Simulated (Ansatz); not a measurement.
Reaction: CH4N (SMILES [CH2]N, doublet) → CH4N (SMILES C[NH], doublet)
Each species at its own B3LYP-D3(BJ)/def2-TZVP minimum (Ansatz, a first-principles code).

Total energies in hartree (Ansatz). UHF or UKS for unpaired electrons; spin-orbit terms are left out. Correlated methods leave the cores frozen. No relativity.

```csv
species,HF/cc-pVTZ,CCSD(T)/cc-pVTZ,HF/cc-pVQZ,CCSD(T)/cc-pVQZ,CCSDT(Q)/cc-pVTZ
"1: CH4N (SMILES [CH2]N, doublet)",-94.63037,-95.03819,-94.63793,-95.06838,-95.03925
"2: CH4N (SMILES C[NH], doublet)",-94.63067,-95.02844,-94.63773,-95.05737,-95.02960
```

Work out the isomerisation energy (electronic) in kcal/mol: take Hartree-Fock from cc-pVQZ, extrapolate the CCSD(T) correlation energy as X^-3 (X = 3, 4), and add CCSDT(Q) - CCSD(T) in cc-pVTZ. 1 hartree = 627.51 kcal/mol.


Species 1: correlation (64·(-0.43045) - 27·(-0.40782))/37 = -0.44696; step -0.00106; E1 = -94.63793 + (-0.44696) + (-0.00106) = -95.08595
Species 2: correlation (64·(-0.41964) - 27·(-0.39777))/37 = -0.43560; step -0.00116; E2 = -94.63773 + (-0.43560) + (-0.00116) = -95.07449
-1·E1 +1·E2 = 0.01146 hartree = 7.2 kcal/mol.
